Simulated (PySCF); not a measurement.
Compound: C3H5NO (charge -1 and doublet state).
Cartesian coordinates in Å at the GFN2-xTB level; atoms count from 1:
```xyz
10
C3H5NO angstrom
C     -1.444   -0.047    0.074
N     -0.529    0.970    0.498
C      0.773    0.721    0.396
C      1.447   -0.410   -0.074
O      2.704   -0.555   -0.130
H     -1.345   -0.305   -0.995
H     -1.343   -0.990    0.639
H     -2.463    0.329    0.233
H      1.395    1.547    0.741
H      0.814   -1.256   -0.428
```

The hyperfine couplings belong to this conformer and change with its torsions.

As a line formula: `C/N=C\[CH][O-]` [radical] (charge -1).

Computed, not measured: UKS B3LYP, pcH-1 on C H N O, non-relativistic, mean-field spin-orbit, GIAO (PySCF). Whether the extra electron is bound in the gas phase wasn't checked; a finite basis holds it in any case. A GFN2-xTB geometry isn't a minimum of the functional, and hyperfine couplings can be far from their values at a DFT geometry, by a factor of two or more for some ions and for spin on atoms past the first row. The SCF solution wasn't tested for stability.

Mulliken spin populations: C1 -0.034, N2 +0.388, C3 +0.077, C4 +0.206, O5 +0.301, H6 +0.041, H7 +0.041, H8 0.000, H9 -0.006, H10 -0.013. Main spin sites, with 60 % or more of the largest population: N2, O5; positions count bonds from the nearest.

**Question.** Give the computed dipolar 1H tensors of H6, H7, H8, H9.

**Answer.** 
```
atom         position  distance from N2 (Å)  T1 (MHz)     T2    T3
  H6  2 bonds from N2                  2.13     -3.44  -1.71  5.15
  H7  2 bonds from N2                  2.13     -3.44  -1.71  5.15
  H8  2 bonds from N2                  2.05     -3.63  -2.73  6.36
  H9  2 bonds from N2                  2.02     -4.13  -2.90  7.03
```

**Question.** Estimate them with point dipoles: put each population ρk at its nucleus, leave out the nucleus itself and the atom bound to it, and sum T = Σ [ρk/(2S)]·C·(3 n nᵀ − 1)/r³ with C = μ0 gₑ μB g_N μN/(4π h) = 79.06 MHz Å³.

**Answer.** 
```tsv
atom	T1 (MHz)	T2	T3	T3, computed	difference in T3 (%)
H6	-3.56	-3.16	6.72	5.15	+31
H7	-3.57	-3.15	6.72	5.15	+31
H8	-4.40	-3.13	7.53	6.36	+18
H9	-6.72	1.59	5.14	7.03	-27
```

The run took 30 s wall (grids of density and orbitals included) on an AMD EPYC with one thread (shared host), and the process peaked at 0.61 GiB of memory.

The SMILES draws the unpaired electron on C4; the largest computed Mulliken spin population is on N2 (0.39 against 0.21).
